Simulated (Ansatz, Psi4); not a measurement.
System: C₂H₂F₄, charge 0, multiplicity 1. SMILES: FCC(F)(F)F
Geometry: optimised at B3LYP-D3(BJ)/def2-TZVP (Ansatz, a first-principles code).

B3LYP/6-31G* beside other levels, property by property. Terms: 6-31G* and kin with 6d, 5d where marked; spin-orbit terms left out; no dispersion term unless named; non-relativistic; UHF or UKS for open shells; valence correlation only; atomisation electronic, to ground-state atoms. CBS marks a two-point X^-3 extrapolation of the correlation energy; Hartree-Fock from the larger set. The bracket is a focal-point correction in the basis named. First-principles rows: single points at B3LYP-D3(BJ) geometries (Ansatz), with unscaled harmonic terms from B3LYP/6-31G* (Ansatz) at its own minima, enthalpies of formation by atomisation with measured atoms.

Coupled cluster (Ansatz) is a level with limits of its own, used here on species with T1 under 0.025 (0.045 for open shells) and stable references: (a) RI-MP2/CBS(cc-pVTZ,cc-pVQZ)+[CCSD(T)-MP2]/cc-pVTZ; (b) CCSD(T)/CBS(aug-cc-pVTZ,aug-cc-pVQZ).

```
property                                                                         B3LYP/6-31G* (Ansatz)  wB97X-D/6-31G* (Psi4)  r2SCAN-D4/def2-TZVPD (Ansatz + dftd4)  B3LYP/def2-TZVPD (Ansatz)             to compare with
-------------------------------------------------------------------------------  ---------------------  ---------------------  -------------------------------------  -------------------------  --------------------------
C-C bond dissociation enthalpy at 298 K, to [CH2]F (CH2F) + F[C](F)F (kcal/mol)                   93.5                   97.9                                   88.9                       88.4    99.3 coupled cluster (a)
atomisation energy (kcal/mol)                                                                    762.8                  766.7                                  765.9                      750.5   762.2 coupled cluster (b)
enthalpy of formation at 298 K (kcal/mol)                                                       -219.7                 -223.6                                 -222.7                     -207.4  -219.1 coupled cluster (b)
```

As the rows show:
- C-C bond dissociation enthalpy at 298 K, to [CH2]F (CH2F) + F[C](F)F: B3LYP/6-31G* lies 5.8 kcal/mol below coupled cluster.
- atomisation energy: B3LYP/6-31G* lies 0.6 kcal/mol above coupled cluster.
- enthalpy of formation at 298 K: B3LYP/6-31G* lies 0.6 kcal/mol below coupled cluster.

The properties are those with a value to compare with, at most eight drawn at random. No case is left out for the size of its miss. Left out are saddle points of the reference geometry, anions that the best level run finds unbound, excited spin states, species near biochemistry, 298 K rows of species without real B3LYP wavenumbers, cases with under five habitual levels, runs that failed or that the program found above a lower state of the same kind, table entries that another table contradicts, and a share of species set aside by lot.
